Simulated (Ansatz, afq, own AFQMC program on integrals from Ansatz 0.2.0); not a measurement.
Two steps: Ansatz 0.2.0 writes the Fock matrix and Cholesky factors of the valence space, and afq projects on them the lowest state that overlaps trial and start.

```yaml
crystal:
  periodic: [false, false, false]
  atoms:
    - {symbol: Si, position_ang: [0.000000, 0.000000, 0.758928]}
    - {symbol: B, position_ang: [0.000000, 0.000000, -1.563072]}
    - {symbol: H, position_ang: [0.000000, -1.025810, -2.190861]}
    - {symbol: H, position_ang: [0.000000, 1.025810, -2.190861]}
basis:
  gaussian: {orbitals: cc-pVDZ}
magnetization: {spin_polarized: true, initial_magnetization: 1}
correlation: {method: ccsd_t, electrons: outside_noble_gas, hamiltonian_folder: ham}
```

```sh
$ ansatz run in.yaml --threads 1 --pin off --events-out ev --progress --plain --max-ram 1382MiB
```

Options of the walk:

```
--method phaseless --trial cisd --walkers 60 --populations 1 --least-time 40 --time-step 0.005 --steps-per-block 50 --equilibration-blocks 28 --max-blocks 300 --target-error 0.00036 --factor-cut 1e-05 --start spin_pure --seed 9035 --release-times 0.24,0.51,0.99,1.62,2.4 --release-step 0.03 --release-every 4 --taylor-order 6
```

Times are imaginary, in 1/Eh. The walk had a cap of 1011 s.

Log:

```
orbitals 36  electrons 5 4  factors 268 of 404
reference energy -314.66517721 Eh
CCSD correlation -0.18124680 Eh in 12 cycles, weight of the determinant in the CISD state 0.8670
energy of the start -314.846116 Eh
 block  time / (1/Eh)  mean weight  energy / Eh
     1     0.250  0.9998  -314.843893
     2     0.500  0.9982  -314.844255
     3     0.750  0.9992  -314.844437
     4     1.000  0.9995  -314.844821
     5     1.250  1.0019  -314.846392
     7     1.750  0.9999  -314.848248
     9     2.250  0.9997  -314.850446
    15     3.750  1.0000  -314.852736
    29     7.250  0.9974  -314.858306
    43    10.750  1.0007  -314.850833
    57    14.250  0.9999  -314.851200
    71    17.750  1.0010  -314.852995
    85    21.250  0.9985  -314.850273
    99    24.750  0.9998  -314.857414
   113    28.250  0.9992  -314.848784
   127    31.750  1.0005  -314.854259
   141    35.250  1.0011  -314.851491
   155    38.750  1.0024  -314.860760
   169    42.250  1.0002  -314.856065
   176    44.000  0.9998  -314.847483
   183    45.750  1.0006  -314.852788
   197    49.250  1.0001  -314.849892
   211    52.750  1.0006  -314.849893
   225    56.250  1.0012  -314.852911
   239    59.750  1.0001  -314.853161
   253    63.250  1.0021  -314.848218
   267    66.750  1.0004  -314.853924
   281    70.250  0.9994  -314.860787
   295    73.750  1.0001  -314.851977
blocks merged  error / Eh  count
     1  0.000225  270
     2  0.000278  135
     4  0.000336  67
     8  0.000346  33
    16  0.000352  16
    32  0.000410  8
released: time / (1/Eh)  energy / Eh  error  mean overlap
  0.24  -314.853240  0.000361  1.0097
  0.51  -314.853322  0.000329  1.0128
  0.99  -314.853409  0.000434  1.0142
  1.62  -314.853162  0.000489  1.0103
  2.40  -314.852937  0.000501  1.0364
energy -314.853353 +/- 0.000352 Eh
(rows thinned)
```

The run passed its tests (sampling time, drift between the halves within three errors, error under three times the target), which doesn't prove that it has relaxed.

Against this walk (error 9.6 meV) on the same determinant: CCSD(T) 44.0 meV higher, CCSDT(Q) 1.6 meV lower (within the noise). The error is statistical and leaves out the bias of the constraint. Released to 2.40 1/Eh the energy moves by 11 ± 17 meV (both errors), within twice the noise.

Cautions: constraint bias not in the error; an unrestricted solution with more broken spin lies lower (6 meV, ⟨S²⟩ 0.87).

The walk took 5.8 min on 1 thread of Arm Neoverse V1, on a shared host. The log's last line is the phaseless energy.

CCSDT and higher add their correlation energy to the determinant of the CCSD(T) run, since their own runs factorise the integrals more tightly (a shift of under 2 meV). A walk keeps the symmetry of its determinant, which the program's search chose and which needn't be the lowest solution, so a lower state of the same spin and another symmetry isn't excluded.
